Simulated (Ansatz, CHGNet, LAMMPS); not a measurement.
**How well does each level of theory give the cohesive energy of hcp Mg?**

Reference value: 1.51 eV/atom (measured, 0 K, copied from a table, unchecked, 0 K, 1 atm; zero-point vibration energy not added; as tabulated in Kittel's textbook).

```tsv
level (code)	value (eV/atom)	cell (Å³/atom)	difference (eV/atom)
Finnis–Sinclair EAM Mg_mm.eam.fs (LAMMPS)	1.53	22.76	+0.02
CHGNet 0.3.0	1.91	22.85	+0.40
LDA (Ansatz)	1.77	21.61	+0.26
PBE (Ansatz)	1.50	22.95	-0.01
r²SCAN (Ansatz)	1.71	22.57	+0.20
r²SCANh (Ansatz)	1.69	22.55	+0.18
Hartree–Fock (Ansatz)	0.42	24.67	-1.09
```

Leaving aside CHGNet 0.3.0 (doubt noted below): Once the reference is moved by up to 0.20 eV/atom (a margin picked here for doubts on the reference and the settings, and for temperature and zero-point motion) and values within 0.03 eV/atom count as equal, the nearest can be PBE (-0.01 eV/atom), Finnis–Sinclair EAM Mg_mm.eam.fs (+0.02 eV/atom), r²SCANh (+0.18 eV/atom) or r²SCAN (+0.20 eV/atom). Farthest off among them: Hartree–Fock (-1.09 eV/atom). Within 0.5 eV/atom: Finnis–Sinclair EAM Mg_mm.eam.fs, LDA, PBE, r²SCAN, r²SCANh.

Free atoms are spin-polarised, in the lowest state found; at levels without +SOC their spin–orbit coupling is left out. The reference isn't brought to a static lattice, while the calculations are for one, so the differences are not the levels' errors alone.  CHGNet 0.3.0: free atoms can lie outside what these potentials were trained on. Each level is taken at its own relaxed cell. Cutoffs and k meshes differ between the levels. Ansatz's density-functional and Hartree–Fock values are scalar-relativistic unless marked +SOC, with PAW data made under PBE.

Empirical potentials (Finnis–Sinclair EAM Mg_mm.eam.fs) are fitted to chosen data: where that held the value shown, agreement is built in, and what lay outside the fit can be far off. Machine-learned potentials (CHGNet 0.3.0) are trained on DFT data: a solid inside that data is no test of them.

Differences are worked out from the printed values.

Ansatz is a quantum-chemistry and plane-wave program.
